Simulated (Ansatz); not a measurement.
Geometry optimisation, RKS PBE/def2-TZVP (Ansatz 0.2.0).

input.yaml

```yaml
crystal:
  periodic: [false, false, false]
  atoms:
    - { symbol: O, position_ang: [-0.29484, 0.19504, -0.13692] }
    - { symbol: H, position_ang: [0.46712, 0.56029, 0.31698] }
    - { symbol: H, position_ang: [-0.17228, -0.75533, -0.18006] }
basis:
  gaussian: { orbitals: def2-TZVP }
hamiltonian:
  xc: pbe
relax:
  f_tol: 0.02
  max_steps: 40
scf:
  lower_state_search: "off"
```

Run as:

```bash
$ ansatz run input.yaml --threads 1 --pin off --max-ram 2048MiB --backend cpu --events-out ev --progress --plain --runs-dir out
```

Question: Where does it end, and by what steps?

Answer: The forces met the threshold. After 3 steps the energy has fallen by 0.011 eV; O1 moved furthest, 0.02 Å.

| step | energy less start (eV) | largest force component (eV/Å) | accepted |
| --- | --- | --- | --- |
| 0 | 0.0000 | 0.702 | yes |
| 1 | -0.0077 | 0.311 | yes |
| 2 | -0.0105 | 0.035 | yes |
| 3 | -0.0106 | 0.002 | yes |

```xyz
3
Properties=species:S:1:pos:R:3
O -0.309 0.204 -0.144
H 0.472 0.551 0.318
H -0.163 -0.755 -0.175
```

Whether the end is a true minimum wasn't checked by a vibrational analysis.

Run time: 0.95 s on 1 thread of Arm Neoverse V1 (shared host), peak memory 0.078 GiB.
